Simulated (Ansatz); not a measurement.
Cubic perovskite KTaO3 was calculated with rVV10 (Ansatz, a program for electronic structure, plane waves, PAW).

Numerical settings: plane-wave cutoff 520 eV, 8×8×8 k mesh, Fermi–Dirac smearing 0.01 eV, scalar-relativistic PAW data made under PBE.

A third-order Birch–Murnaghan fit to the energies gives V0 = 13.115 Å³/atom, B0 = 190 GPa, B′ = 4.5.

| V (Å³/atom) | P (GPa) |
|---|---|
| 12.328 | 13.50 |
| 12.590 | 8.50 |
| 12.852 | … |
| 13.114 | 0.00 |
| 13.377 | … |
| 13.639 | -6.83 |
| 13.901 | -9.72 |

Q: Estimate the withheld pressures from this fit; the answers are the runs' own values.

A: 
- 12.852, P (GPa): 4.02
- 13.377, P (GPa): -3.60

The formula P = (3/2) B0 (x^(7/3) − x^(5/3)) [1 + (3/4)(B′ − 4)(x^(2/3) − 1)] with x = V0/V meets the computed pressures within 0.02 GPa when these rounded values are put in.

Measured, for comparison: bulk modulus 220 GPa (temperature not stated, not corrected to a static lattice; as tabulated in Tinte et al. (1998), arXiv:cond-mat/9809379). Computed (rounded) less measured: bulk modulus -14 %.

Spin–orbit coupling is not included.

The computed numbers hold no vibrational or temperature effects.

It cost around 60 core-seconds (rough) of CPU time.
